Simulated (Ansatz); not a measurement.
Born–Oppenheimer molecular dynamics of AlCl2H (4 atoms, charge 0, multiplicity 1). It starts at the highest image of a converged band, a first-order saddle point between two minima.

Level of theory: RKS PBE-D4/def2-SVPD (Ansatz).

```json
{
  "ensemble": "NVE (velocity Verlet)",
  "time step": "0.5 fs",
  "steps asked": "200",
  "starting velocities drawn for": "300 K",
  "seed": "9747"
}
```

First frame:

```xyz
4
Properties=species:S:1:pos:R:3
Al -0.398 0.000 0.554
H 1.079 0.000 1.431
Cl 2.118 0.000 0.120
Cl -1.433 0.000 -1.317
```

(1) How far do the bonds stretch over the last three quarters of this one trajectory? (Pairs bonded in most of those frames.)

Answers

(1) 
| bond | mean (Å) | spread (Å) | shortest | longest |
| --- | --- | --- | --- | --- |
| Al1–Cl4 | 2.200 | 0.031 | 2.13 | 2.24 |
| H2–Cl3 | 1.328 | 0.068 | 1.22 | 1.46 |

Mean temperature of the second half: 2035 K. The conserved energy stayed within 0.39 meV per atom of its start (net change -0.36 meV per atom), so the integration is sound. The kinetic energy rose, since the run started high on the potential surface and went downhill. It ends in pieces (AlCl + ClH), so much of that is their flight and rotation, not heat. A run of 0.1 ps of so small a system gives no equilibrium averages. The orbitals stay closed-shell, which can raise the energy where a bond breaks towards radicals; this wasn't checked here.

Time of the run: 3.5 min on 2 threads of Arm Neoverse V1, with other jobs on the host, peak memory 0.14 GiB.
